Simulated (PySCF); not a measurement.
Broadened absorption spectrum of C5H10O

Species: C5H10O.
Geometry (PBE0-D3(BJ)/def2-SVP, Å), atoms numbered from 1 in this order:
```xyz
16
C5H10O angstrom
C     -1.872   -1.072   -0.812
C     -1.068   -0.305   -0.069
C     -1.410    0.154    1.314
C      0.249    0.177   -0.604
O      1.260   -0.058    0.334
C      2.503    0.426   -0.062
H     -1.579   -1.403   -1.812
H     -2.853   -1.392   -0.448
H     -1.434    1.256    1.366
H     -0.633   -0.176    2.020
H     -2.385   -0.233    1.642
H      0.177    1.269   -0.813
H      0.477   -0.317   -1.570
H      3.223    0.209    0.740
H      2.861   -0.055   -0.994
H      2.486    1.522   -0.233
```

Computed with PySCF 2.14.0, density-fitted response routines, TDDFT PBE0/def2-SVPD, vertical, gas phase, core orbitals frozen in the response.

Broadening: Gaussians 0.25 eV wide at half height, area fixed by f = 4.319×10⁻⁹ ∫ε dν̃. The width is an assumption, not a result. The curve ends short of the highest state used, and states not computed would add to its high-energy end.

E (eV), ε (L mol⁻¹ cm⁻¹) and a bar:
```
     6.15          9 
     6.17         17 
     6.20         43 
     6.22         74 
     6.25        158 
     6.28        313 
     6.30        472 
     6.33        816 #
     6.36       1302 #
     6.38       1702 ##
     6.41       2379 ##
     6.44       3072 ###
     6.46       3485 ###
     6.49       3945 ####
     6.51       4104 ####
     6.54       4091 ####
     6.57       3803 ####
     6.59       3504 ###
     6.62       2998 ###
     6.65       2548 ##
     6.67       2338 ##
     6.70       2201 ##
     6.73       2278 ##
     6.75       2425 ##
     6.78       2733 ###
     6.80       2969 ###
     6.83       3349 ###
     6.86       3792 ####
     6.88       4167 ####
     6.91       4949 #####
     6.94       6103 ######
     6.96       7121 #######
     6.99       9034 #########
     7.02      11370 ###########
     7.04      13128 #############
     7.07      16017 ################
     7.10      19157 ###################
     7.12      21349 #####################
     7.15      24651 ########################
     7.17      26718 ##########################
     7.20      29264 #############################
     7.23      30650 ##############################
     7.25      30692 ##############################
     7.28      29260 #############################
     7.31      26163 ##########################
     7.33      23412 #######################
     7.36      18797 ##################
     7.39      14287 ##############
     7.41      11656 ###########
     7.44       8549 ########
     7.46       7080 #######
     7.49       5682 ######
     7.52       4997 #####
     7.54       4774 #####
     7.57       4587 ####
     7.60       4421 ####
```

(1) Locate the maxima and give the states behind the curve.

(2) On this curve, what absorbance would a 10⁻³ mol/L sample give at 193 nm over a 1 cm path?

(3) Coming from long wavelengths, where does ε first pass 100 L mol⁻¹ cm⁻¹?

## Answers

(1) 190 nm (6.52 eV), ε about 4100, made up of S1 (99%); 171 nm (7.24 eV), ε about 31000, made up of S3 (11%) and S4 (89%) (ε in L mol⁻¹ cm⁻¹; maxima over ε = 5, shares over 10%). The states used: S1 6.52 eV (f 0.038); S2 6.83 eV (f 0.025); S3 7.08 eV (f 0.095); S4 7.26 eV (f 0.258); S5 7.57 eV (f 0.036); S6 7.78 eV (f 0.019); S7 7.83 eV (f 0.0018); S8 7.85 eV (f 0.0085); S9 8.13 eV (f 0.037); S10 8.20 eV (f 0.011).

(2) 193 nm is 6.424 eV, where ε is about 2700 L mol⁻¹ cm⁻¹, so A = ε c l ≈ 2.7 (Beer–Lambert, with the gas-phase spectrum and the assumed width).

(3) At about 199 nm (6.23 eV), 0.29 eV below S1.

The vertical ionisation energy (ΔSCF) is 9.15 eV, 0.95 eV above S10.

Hardware: one thread of an Arm Neoverse V2, on a shared host. Cost: 2.1 min.

One conformer stands for the species.
